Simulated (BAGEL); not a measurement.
# One shape, several levels: C2H3Cl2F (1,1-dichloro-1-fluoroethane)

We compute a comparison of 3 runs (B3LYP/6-31G*, PBE0/def2-SVP) of C2H3Cl2F (1,1-dichloro-1-fluoroethane). 

Program for the calculation: BAGEL 1.2.2.

2 further runs of the same task are left out: 2 set aside as unsound or not needed.

## Step 1: Starting point

C2H3Cl2F has 8 atoms, charge 0, and is taken as a singlet. As SMILES, `CC(F)(Cl)Cl`. The coordinates come from a PBE0-D4/def2-TZVP relaxation.

Bond lengths: C1–C2 1.502 Å, C2–F3 1.348 Å, C2–Cl4 1.776 Å, C2–Cl5 1.776 Å, C1–H6 1.091 Å, C1–H7 1.091 Å, C1–H8 1.088 Å. Some angles: C1–C2–F3 110.1°, C1–C2–Cl4 111.1°, C1–C2–Cl5 111.1°, F3–C2–Cl4 107.6°, F3–C2–Cl5 107.6°, Cl4–C2–Cl5 109.3°, C2–C1–H6 108.9°, C2–C1–H7 108.9°, C2–C1–H8 110.1°, H6–C1–H7 109.8°.

## Step 2: The energy at B3LYP/6-31G(d) (density fitting with qzvpp-jkfit, spherical functions) (run 1)

calc.json

```json
{ "bagel" : [

{
  "title" : "molecule",
  "basis" : "6-31gs.json",
  "df_basis" : "qzvpp-jkfit",
  "angstrom" : true,
  "geometry" : [
    { "atom" : "C", "xyz" : [   -0.133500,   -0.505900,    0.646300 ] },
    { "atom" : "C", "xyz" : [    0.199400,    0.391300,   -0.511300 ] },
    { "atom" : "F", "xyz" : [    1.523600,    0.643200,   -0.537400 ] },
    { "atom" : "Cl", "xyz" : [   -0.232400,   -0.372700,   -2.055900 ] },
    { "atom" : "Cl", "xyz" : [   -0.641100,    1.950200,   -0.373000 ] },
    { "atom" : "H", "xyz" : [    0.163400,   -0.011800,    1.572000 ] },
    { "atom" : "H", "xyz" : [    0.414900,   -1.442000,    0.535900 ] },
    { "atom" : "H", "xyz" : [   -1.202100,   -0.709300,    0.667600 ] }
  ]
},
{ "title" : "ks", "xc_func" : "b3lyp" },
{ "title" : "print", "file" : "orbitals.molden", "orbitals" : true }

]}
```

The basis set 6-31G* is read from a file made from the Basis Set Exchange's data (not shown).

Command:

```console
$ BAGEL_NUM_THREADS=1 BAGEL calc.json > calc.out
```

The program printed:

```text
* using 1 threads per process

  ===============================================================
  ===============================================================

  *** Geometry ***

  { "atom" : "C", "xyz" : [     -0.252278,     -0.956012,      1.221330 ] },
  { "atom" : "C", "xyz" : [      0.376811,      0.739450,     -0.966217 ] },
  { "atom" : "F", "xyz" : [      2.879187,      1.215472,     -1.015539 ] },
  { "atom" : "Cl", "xyz" : [     -0.439172,     -0.704301,     -3.885088 ] },
  { "atom" : "Cl", "xyz" : [     -1.211503,      3.685344,     -0.704868 ] },
  { "atom" : "H", "xyz" : [      0.308781,     -0.022299,      2.970649 ] },
  { "atom" : "H", "xyz" : [      0.784047,     -2.724985,      1.012704 ] },
  { "atom" : "H", "xyz" : [     -2.271640,     -1.340383,      1.261581 ] },

  Number of auxiliary basis functions:      537

  Since a DF basis is specified, we compute 2- and 3-index integrals:
    o Being stored without compression. Storage requirement is 0.030 GB

  Number of basis functions:       84
  Number of electrons      :       58

    * METHOD: MOLECULE                             0.28

  *** Kohn-Sham DFT ***

    * Removing 16515 points whose weight is below 1.00e-10
    * Grid points: 102733

  === Nuclear Repulsion ===
   300.0052248118

       - DIIS with orbital gradients will be used.

  === KS iteration (b3lyp / 6-31gs.json) ===
      0      -1061.56859959          0.14011694           0.42
      1       -994.61425133          0.17851720           0.41
      2      -1020.87281344          0.16527601           0.41
      3      -1087.44047043          0.08875735           0.41
      4      -1097.30533203          0.04013908           0.40
      5      -1097.68830481          0.03293827           0.40
      6      -1098.15724421          0.01162176           0.40
      7      -1098.17913407          0.01010769           0.40
      8      -1098.23306013          0.00267501           0.40
      9      -1098.23662346          0.00055054           0.40
     10      -1098.23678139          0.00006690           0.40
     11      -1098.23678369          0.00004506           0.40
     12      -1098.23678519          0.00001081           0.40
     13      -1098.23678524          0.00000397           0.40
     14      -1098.23678525          0.00000121           0.40
     15      -1098.23678525          0.00000035           0.40
     16      -1098.23678525          0.00000006           0.40
     17      -1098.23678525          0.00000002           0.40
     18      -1098.23678525          0.00000001           0.40
     19      -1098.23678525          0.00000000           0.40
    * SCF iteration converged.

    * Permanent dipole moment:
           (    0.142771,     0.477778,    -0.624937) a.u.

    * METHOD: KS                                   8.50

    * METHOD: PRINT                                0.01

  ===============================================================
```

Wall time 9 s (1 thread of Arm Neoverse V2, shared host); peak memory 0.45 GiB.

## Step 3: Energy and forces at B3LYP/6-31G(d) (density fitting with qzvpp-jkfit, Cartesian functions) (run 2)

job.json

```json
{ "bagel" : [

{
  "title" : "molecule",
  "basis" : "6-31gs.json",
  "df_basis" : "qzvpp-jkfit",
  "cartesian" : true,
  "geometry" : [
    { "atom" : "C", "xyz" : [ -0.25227844, -0.95601245,  1.22132999 ] },
    { "atom" : "C", "xyz" : [  0.37681139,  0.73944983, -0.96621697 ] },
    { "atom" : "F", "xyz" : [  2.87918672,  1.21547184, -1.01553882 ] },
    { "atom" : "Cl", "xyz" : [ -0.43917235, -0.70430093, -3.88508794 ] },
    { "atom" : "Cl", "xyz" : [ -1.21150342,  3.68534389, -0.70486784 ] },
    { "atom" : "H", "xyz" : [  0.30878125, -0.02229877,  2.97064947 ] },
    { "atom" : "H", "xyz" : [  0.78404737, -2.72498507,  1.01270423 ] },
    { "atom" : "H", "xyz" : [ -2.27163977, -1.34038274,  1.26158116 ] }
  ]
},
{
  "title" : "force",
  "method" : [
    { "title" : "ks", "xc_func" : "b3lyp" }
  ]
}

]}
```

The basis set 6-31G* is read from a file made from the Basis Set Exchange's data (not shown).

Command:

```console
$ BAGEL_NUM_THREADS=1 BAGEL job.json > job.out
```

The program printed:

```text
* using 1 threads per process

  ===============================================================
  ===============================================================

  Cartesian basis functions are used
  *** Geometry ***

  { "atom" : "C", "xyz" : [     -0.252278,     -0.956012,      1.221330 ] },
  { "atom" : "C", "xyz" : [      0.376811,      0.739450,     -0.966217 ] },
  { "atom" : "F", "xyz" : [      2.879187,      1.215472,     -1.015539 ] },
  { "atom" : "Cl", "xyz" : [     -0.439172,     -0.704301,     -3.885088 ] },
  { "atom" : "Cl", "xyz" : [     -1.211503,      3.685344,     -0.704868 ] },
  { "atom" : "H", "xyz" : [      0.308781,     -0.022299,      2.970649 ] },
  { "atom" : "H", "xyz" : [      0.784047,     -2.724985,      1.012704 ] },
  { "atom" : "H", "xyz" : [     -2.271640,     -1.340383,      1.261581 ] },

  Number of auxiliary basis functions:      641

  Since a DF basis is specified, we compute 2- and 3-index integrals:
    o Being stored without compression. Storage requirement is 0.041 GB

  Number of basis functions:       89
  Number of electrons      :       58

    * METHOD: MOLECULE                             0.38

  The gradients will be computed analytically.

  *** Kohn-Sham DFT ***

    * Removing 16515 points whose weight is below 1.00e-10
    * Grid points: 102733

  === Nuclear Repulsion ===
   300.0052249201

       - DIIS with orbital gradients will be used.

  === KS iteration (b3lyp / 6-31gs.json) ===
      0      -1050.95448337          0.12821232           0.49
      1       -992.90846452          0.15325682           0.47
      2      -1020.44122417          0.12999917           0.47
      3      -1092.08869577          0.08129278           0.46
      4      -1097.51056883          0.03496672           0.45
      5      -1097.63456347          0.03269080           0.46
      6      -1098.04058610          0.01665915           0.46
      7      -1098.10883739          0.01519330           0.46
      8      -1098.23000957          0.00504002           0.46
      9      -1098.24490377          0.00118360           0.46
     10      -1098.24586546          0.00022021           0.46
     11      -1098.24591327          0.00009336           0.46
     12      -1098.24592154          0.00001193           0.46
     13      -1098.24592163          0.00000265           0.46
     14      -1098.24592163          0.00000105           0.46
     15      -1098.24592163          0.00000049           0.46
     16      -1098.24592163          0.00000011           0.47
     17      -1098.24592163          0.00000003           0.47
     18      -1098.24592163          0.00000001           0.47
    * SCF iteration converged.

    * Permanent dipole moment:
           (    0.141924,     0.477406,    -0.624630) a.u.

  * Nuclear energy gradient

    o Atom   0
        x          0.0011984048
        y          0.0027915167
        z         -0.0035539591
    o Atom   1
        x         -0.0018250695
        y          0.0016061548
        z         -0.0026412187
    o Atom   2
        x         -0.0089345681
        y         -0.0010230684
        z         -0.0007304217
    o Atom   3
        x          0.0028372448
        y          0.0071225096
        z          0.0126015645
    o Atom   4
        x          0.0064043032
        y         -0.0131419327
        z         -0.0020615807
    o Atom   5
        x         -0.0006342378
        y         -0.0002529394
        z         -0.0019814669
    o Atom   6
        x         -0.0009943292
        y          0.0017687502
        z         -0.0005116373
    o Atom   7
        x          0.0019286450
        y          0.0011460799
        z         -0.0011201045
  * Gradient computed with                              5.98

    * METHOD: FORCE                               15.27

  ===============================================================
```

It took 16 s on 1 thread of Arm Neoverse V2, shared host; peak memory 1.2 GiB.

## Step 4: The energy at PBE0/def2-SVP (density fitting with qzvpp-jkfit) (run 3)

input.json

```json
{ "bagel" : [

{
  "title" : "molecule",
  "basis" : "svp",
  "df_basis" : "qzvpp-jkfit",
  "angstrom" : false,
  "geometry" : [
    { "atom" : "C", "xyz" : [ -0.25227844, -0.95601245,  1.22132999 ] },
    { "atom" : "C", "xyz" : [  0.37681139,  0.73944983, -0.96621697 ] },
    { "atom" : "F", "xyz" : [  2.87918672,  1.21547184, -1.01553882 ] },
    { "atom" : "Cl", "xyz" : [ -0.43917235, -0.70430093, -3.88508794 ] },
    { "atom" : "Cl", "xyz" : [ -1.21150342,  3.68534389, -0.70486784 ] },
    { "atom" : "H", "xyz" : [  0.30878125, -0.02229877,  2.97064947 ] },
    { "atom" : "H", "xyz" : [  0.78404737, -2.72498507,  1.01270423 ] },
    { "atom" : "H", "xyz" : [ -2.27163977, -1.34038274,  1.26158116 ] }
  ]
},
{
  "title" : "ks",
  "xc_func" : "pbe0"
},
{
  "title" : "print",
  "file" : "orbitals.molden",
  "orbitals" : true
}

]}
```

Command:

```console
$ BAGEL_NUM_THREADS=1 BAGEL input.json > input.out
```

The program printed:

```text
* using 1 threads per process

  ===============================================================
  ===============================================================

  *** Geometry ***

  { "atom" : "C", "xyz" : [     -0.252278,     -0.956012,      1.221330 ] },
  { "atom" : "C", "xyz" : [      0.376811,      0.739450,     -0.966217 ] },
  { "atom" : "F", "xyz" : [      2.879187,      1.215472,     -1.015539 ] },
  { "atom" : "Cl", "xyz" : [     -0.439172,     -0.704301,     -3.885088 ] },
  { "atom" : "Cl", "xyz" : [     -1.211503,      3.685344,     -0.704868 ] },
  { "atom" : "H", "xyz" : [      0.308781,     -0.022299,      2.970649 ] },
  { "atom" : "H", "xyz" : [      0.784047,     -2.724985,      1.012704 ] },
  { "atom" : "H", "xyz" : [     -2.271640,     -1.340383,      1.261581 ] },

  Number of auxiliary basis functions:      537

  Since a DF basis is specified, we compute 2- and 3-index integrals:
    o Being stored without compression. Storage requirement is 0.037 GB

  Number of basis functions:       93
  Number of electrons      :       58

    * METHOD: MOLECULE                             0.26

  *** Kohn-Sham DFT ***

    * Removing 16515 points whose weight is below 1.00e-10
    * Grid points: 102733

  === Nuclear Repulsion ===
   300.0052249201

       - DIIS with orbital gradients will be used.

  === KS iteration (pbe0 / svp) ===
      0      -1060.49761380          0.11006362           0.47
      1       -972.69912827          0.19042339           0.45
      2      -1023.21407823          0.13918286           0.45
      3      -1093.25374112          0.08167980           0.45
      4      -1088.74810024          0.08031516           0.45
      5      -1096.52733393          0.03591922           0.45
      6      -1096.87725311          0.02569001           0.45
      7      -1097.25564933          0.01135366           0.45
      8      -1097.33626293          0.00393167           0.45
      9      -1097.34360127          0.00200348           0.45
     10      -1097.34572987          0.00042020           0.45
     11      -1097.34582295          0.00003931           0.45
     12      -1097.34582406          0.00000939           0.45
     13      -1097.34582411          0.00000368           0.45
     14      -1097.34582412          0.00000103           0.45
     15      -1097.34582412          0.00000048           0.45
     16      -1097.34582412          0.00000013           0.45
     17      -1097.34582412          0.00000008           0.45
     18      -1097.34582412          0.00000002           0.45
     19      -1097.34582412          0.00000000           0.45
    * SCF iteration converged.

    * Permanent dipole moment:
           (    0.211159,     0.459868,    -0.583585) a.u.

    * METHOD: KS                                   9.53

    * METHOD: PRINT                                0.01

  ===============================================================
```

Run time: 10 s. Hardware: 1 thread of Arm Neoverse V2, shared host; peak memory 0.48 GiB.

## Step 5: The series

```
run                                                                 level  Cartesian functions      task   energy (Eh)  dipole moment (D)  HOMO energy (eV)  LUMO energy (eV)  wall time
  1  B3LYP/6-31G* (density fitting with qzvpp-jkfit, spherical functions)                   no    energy  -1098.236785               2.03             -8.47             -0.31        9 s
  2  B3LYP/6-31G* (density fitting with qzvpp-jkfit, Cartesian functions)                  yes  gradient  -1098.245922               2.03                 –                 –       16 s
  3                      PBE0/def2-SVP (density fitting with qzvpp-jkfit)                   no    energy  -1097.345824               1.96             -8.70              0.46       10 s
```

## Step 6: Summary of results

```
            quantity           value
 run 3: total energy  -1097.34582 Eh
run 3: dipole moment          1.96 D
  run 3: HOMO energy        -8.70 eV
  run 3: LUMO energy         0.46 eV
run 3: HOMO–LUMO gap         9.15 eV
```

What this shows: The dipole moment (its size) runs from 1.96 D (PBE0/def2-SVP) to 2.03 D (B3LYP/6-31G*). The two ends differ in method and basis. Totals of different functionals can't be ranked against each other. All runs together took 35 s, the longest 16 s.
